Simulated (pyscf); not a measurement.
A first-order saddle from PySCF, ωB97X-D3(BJ)/def2-SVP:

```
O
C 1 1.4346
H 2 1.0986 1 109.00
H 2 1.0994 3 109.59 1 -118.14
H 2 1.1022 3 109.71 4 -119.83
H 1 1.3383 2 114.67 3 82.94
Al 6 1.7893 1 69.73 2 122.88
O 7 1.6064 6 166.04 1 -161.07
```
Charge 0, spin multiplicity 2.

Surface: doublet, charge 0. Lowest wavenumbers (cm⁻¹): 1208i, 100, 119, 197, 225.

Question: Which two sides does it connect, and which bonds change?

Answer: `[O]=[Al]` [doublet] + `[CH3][OH]` <-> `[CH3][O][AlH][O]` [doublet], an insertion read from left to right: H–O broken and Al–O, Al–H formed. At ωB97M-D3(BJ)/def2-TZVP it lies +52.8 kJ/mol from the left side and +217.7 kJ/mol from the right (each side as separated species at their lowest minima found). On the reactant side the descent ends in an adduct with a Al–O contact, 91.6 kJ/mol under the separated species and 133.0 kJ/mol under the saddle at ωB97X-D3(BJ)/def2-TZVP. What is counted as formed (Al–O) is already present as a longer contact in the reactant adduct; forming that adduct is a step of its own. At ωB97X-D3(BJ)/def2-TZVP the barrier from the zero used here is 41.4 kJ/mol. H₃C–O–AlH–O• lies 140.8 kJ/mol over its isomer [H₃C–O–Al–OH]• (electronic energy, ωB97M-D3(BJ)/def2-TZVP). This is the saddle that the search found; another between the same sides may lie lower. The term symbol of open-shell O=Al was not checked; spin-orbit terms are left out.
